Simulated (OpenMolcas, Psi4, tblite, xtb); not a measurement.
## NOF (SMILES O=NF): the dipole moment, rung by rung

The species is NOF (3 atoms), meant as a singlet with charge 0. SMILES: `O=NF`. The shape is that of a PBE0-D4/def2-TZVP optimisation.

```xyz
3

O     0.8683    0.2430    0.5047
N     0.1489   -0.4825    0.0299
F    -1.0173    0.2396   -0.5346
```

Quantity: the dipole moment, in D. The values are calculated.

**What was measured.** NIST CCCBDB; in doubt, as an older value, an estimate or one at odds with other calculations gives the dipole moment of the gas as 1.81 D.

| level | kind | program | value (D) | computed − measured |
| --- | --- | --- | --- | --- |
| IPEA1-xTB | semi-empirical | tblite | 1.53 | -0.28 |
| GFN1-xTB | semi-empirical | xtb | 1.32 | -0.49 |
| HF/def2-TZVPP | Hartree–Fock | OpenMolcas | 1.64 | -0.17 |
| SVWN5/def2-TZVPP | LDA | OpenMolcas | 1.27 | -0.54 |
| BLYP/def2-TZVPP | GGA | OpenMolcas | 1.27 | -0.54 |
| TPSS/def2-TZVPP | meta-GGA | OpenMolcas | 1.30 | -0.51 |
| PBE0/def2-TZVPP | global hybrid | OpenMolcas | 1.40 | -0.41 |
| wB97M-V/def2-TZVPP | range-separated hybrid | Psi4 | 1.45 | -0.36 |

Nearest: HF/def2-TZVPP (-0.17 D); farthest: SVWN5/def2-TZVPP (-0.54 D). The measured dipole is a vibrational average, so differences of a few hundredths of a debye mean little. Computed less measured by kind, in D (of the ab initio rows, those in def2-TZVPP): semi-empirical -0.49 to -0.28; Hartree–Fock -0.17; LDA -0.54; GGA -0.54; meta-GGA -0.51; global hybrid -0.41; range-separated hybrid -0.36. Magnitudes only.
